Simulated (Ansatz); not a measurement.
[H···H···Br], doublet in 6-31G: errors against full CI

Geometry: a point of a hydrogen-transfer path between rigid fragments, not a stationary point.

```xyz
3

H     0.0000    0.0000   -1.2080
H     0.0000    0.0000   -0.4630
Br    0.0000    0.0000    1.6710
```

Basis 6-31G (Cartesian d functions); Ansatz 0.2.0. Correlated methods freeze the noble-gas cores and the filled d shells of p-block atoms, which leaves 9 electrons in 19 orbitals. Prefix R: restricted or restricted open-shell reference; prefix U: unrestricted. Active spaces: pair = (3e, 3o) about the gap; valence = (9e, 6o) chosen from the atoms' valence shells. No spin–orbit coupling is included, and no scalar relativity.

Full CI is exact within this basis and frozen core; it isn't the basis-set limit. The frozen core follows each run's orbitals, which can shift R against U totals by a few meV for light atoms and by up to 0.1 eV past Ca.

For open shells CISD is restricted-active-space CI with the open shells as a complete middle space.

* UHF ⟨S²⟩: 0.755
* T1 diagnostic (RCCSD): 0.0111
* largest doubles amplitude (RCCSD): 0.059

```json
{"level": "RHF", "E − E(full CI) (kJ/mol)": "154.3", "share of correlation (%)": "0.00", "wall time": "–"}
{"level": "RMP2", "E − E(full CI) (kJ/mol)": "35.1", "share of correlation (%)": "77.24", "wall time": "–"}
{"level": "CISD", "E − E(full CI) (kJ/mol)": "4.4", "share of correlation (%)": "97.14", "wall time": "0.99 s"}
{"level": "RCCSD", "E − E(full CI) (kJ/mol)": "1.3", "share of correlation (%)": "99.16", "wall time": "–"}
{"level": "RCCSD(T)", "E − E(full CI) (kJ/mol)": "0.2", "share of correlation (%)": "99.88", "wall time": "1.8 s"}
{"level": "BCCD(T)", "E − E(full CI) (kJ/mol)": "0.2", "share of correlation (%)": "99.86", "wall time": "1.6 s"}
{"level": "RCCSDT", "E − E(full CI) (kJ/mol)": "0.0", "share of correlation (%)": "100.03", "wall time": "–"}
{"level": "RCCSDT(Q)", "E − E(full CI) (kJ/mol)": "0.0", "share of correlation (%)": "100.01", "wall time": "3.9 s"}
{"level": "CASSCF (pair space)", "E − E(full CI) (kJ/mol)": "103.3", "share of correlation (%)": "33.07", "wall time": "–"}
{"level": "NEVPT2 (pair space)", "E − E(full CI) (kJ/mol)": "21.7", "share of correlation (%)": "85.97", "wall time": "0.96 s"}
{"level": "MRCISD (pair space)", "E − E(full CI) (kJ/mol)": "3.2", "share of correlation (%)": "97.91", "wall time": "–"}
{"level": "MRCISD+Q (pair space)", "E − E(full CI) (kJ/mol)": "1.3", "share of correlation (%)": "99.15", "wall time": "1.1 s"}
{"level": "CASSCF (valence space)", "E − E(full CI) (kJ/mol)": "102.0", "share of correlation (%)": "33.87", "wall time": "–"}
{"level": "NEVPT2 (valence space)", "E − E(full CI) (kJ/mol)": "30.3", "share of correlation (%)": "80.37", "wall time": "0.84 s"}
{"level": "NEVPT4(SD) (valence space)", "E − E(full CI) (kJ/mol)": "5.1", "share of correlation (%)": "96.68", "wall time": "1.1 s"}
{"level": "MRCISD (valence space)", "E − E(full CI) (kJ/mol)": "3.2", "share of correlation (%)": "97.95", "wall time": "–"}
{"level": "MRCISD+Q (valence space)", "E − E(full CI) (kJ/mol)": "1.3", "share of correlation (%)": "99.15", "wall time": "1.1 s"}
```

The correlation energy at full CI, counted from RHF, is -1.599 eV. That run took 89 s on 1 thread of Arm Neoverse V2, shared host over 11,261,472 determinants.

Run but not shown, since their state or frozen core can't be matched to the reference's or they repeat it: UHF, UMP2, UCCSD, UCCSD(T), UCCSDT, UCCSDT(Q).

Times hold each run's SCF and search for its determinant on a shared host, so for small cases they say little of a method's own cost; they ran on 1 thread of Arm Neoverse V2.

The full-CI state has the irrep A1 of C2v, in the program's axes (one component, if the state is degenerate).

Natural occupations of full CI about the gap: 1.992 1.990 1.990 1.971 0.999 0.024 0.009 0.009 0.006 0.005; effectively unpaired electrons, Σ n²(2−n)², 1.01.
